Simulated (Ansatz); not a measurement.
# C4H4F2: basis-set convergence

Aim: see how fast density functionals converge with the basis set for C4H4F2.

Method: one geometry, several basis sets; program: Ansatz 0.2.0, Gaussian basis.

Levels to be run: PBE0-D4/def2-SVP; ωB97M-V/def2-SVP; PBE0-D4/def2-QZVPP; ωB97M-V/def2-QZVPP; the functionals' def2-TZVPP values are taken from earlier runs.

## 1. Structure used throughout

All runs share one geometry, relaxed beforehand with PBE0-D4 in a triple-zeta def2 set.

SMILES `C=CC=C(F)F`, 10 atoms, charge 0, spin multiplicity 1.

Atoms are counted from 1 here; the program's logs count them from 0.

Bond lengths: C1–C2 1.332 Å, C1–H7 1.085 Å, C1–H8 1.082 Å, C2–C3 1.445 Å, C2–H9 1.086 Å, C3–C4 1.325 Å, C3–H10 1.083 Å, C4–F5 1.312 Å, C4–F6 1.313 Å. Angles: C2–C1–H7 121.6°, C2–C1–H8 121.2°, H7–C1–H8 117.2°, C1–C2–C3 123.9°, C1–C2–H9 119.4°, C3–C2–H9 116.7°, C2–C3–C4 123.6°, C2–C3–H10 120.0°, C4–C3–H10 116.5°, C3–C4–F5 124.7°, C3–C4–F6 125.3°, F5–C4–F6 110.0°.

## 2. PBE0-D4 in def2-SVP

Input file in.yaml:

```yaml
crystal:
  periodic: [false, false, false]
  atoms:
    - {symbol: C, position_ang: [0.298468, -1.765276, 0.576180]}
    - {symbol: C, position_ang: [0.012359, -0.464328, 0.588675]}
    - {symbol: C, position_ang: [0.021528, 0.373696, -0.588277]}
    - {symbol: C, position_ang: [-0.263728, 1.667645, -0.568950]}
    - {symbol: F, position_ang: [-0.261929, 2.448430, -1.623712]}
    - {symbol: F, position_ang: [-0.588487, 2.357269, 0.500313]}
    - {symbol: H, position_ang: [0.560842, -2.281031, -0.341533]}
    - {symbol: H, position_ang: [0.278444, -2.352789, 1.485076]}
    - {symbol: H, position_ang: [-0.245855, 0.016172, 1.527733]}
    - {symbol: H, position_ang: [0.271359, -0.050888, -1.552605]}
basis:
  gaussian: {orbitals: def2-SVP}
hamiltonian: {xc: pbe0, dispersion: d4}
output: {orbitals: {seedname: orbitals}}
```

After this run come: ωB97M-V in def2-SVP; PBE0-D4 in def2-QZVPP; ωB97M-V in def2-QZVPP.

Before running them: what should the planned runs give, taken together? Wanted: PBE0-D4: double and triple zeta above quadruple; ωB97M-V: double and triple zeta above quadruple.

The runs gave:

| quantity | value |
| --- | --- |
| PBE0-D4: double and triple zeta above quadruple | 11.72, 0.50 eV |
| ωB97M-V: double and triple zeta above quadruple | 12.04, 0.47 eV |

In words: For PBE0-D4 the step from double to triple zeta gains 11.22 eV and the next only 0.50 eV. Total energies overstate the basis error of differences, where much of it tends to cancel.
